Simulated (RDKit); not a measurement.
RDKit input (UFF):

```python
from rdkit import Chem
from rdkit.Chem import AllChem, rdDetermineBonds

mol = Chem.MolFromXYZFile('mol.xyz')
rdDetermineBonds.DetermineBonds(mol, charge=-1)
print('SMILES', Chem.MolToSmiles(Chem.RemoveHs(mol)))
ff = AllChem.UFFGetMoleculeForceField(mol)
e0 = ff.CalcEnergy()
flag = ff.Minimize(maxIts=5000, forceTol=1e-5)
print(f'energy {e0:.4f} -> {ff.CalcEnergy():.4f} kcal/mol, converged: {flag == 0}')
print(Chem.MolToXYZBlock(mol))
```
mol.xyz:
```
8

C      1.53627673     0.57214827     0.32255110
C      0.05198928     0.83817034     0.12503813
S     -0.85436042    -0.66617625    -0.25128999
H     -1.61383760    -0.85876183     0.86582543
H     -0.11397751     1.50680258    -0.72768466
H      2.07101338     1.53091325     0.40204664
H      1.72829395     0.03199031     1.26074749
H      2.06867853    -0.01403613    -0.46583059
```

From the last part of the output:

```
SMILES C[CH-]S
energy 5.5444 -> 0.2946 kcal/mol, converged: True
8

C      1.403624    0.591565    0.449648
C      0.020657    0.894969   -0.104396
S     -0.881720   -0.644924   -0.453787
H     -1.023330   -0.953024    0.912576
H      0.112391    1.485790   -1.040006
H      1.936398    1.544106    0.650889
H      1.316589    0.024798    1.400184
H      1.989467   -0.002229   -0.283705
```

The dipole moment of an ion depends on the origin.
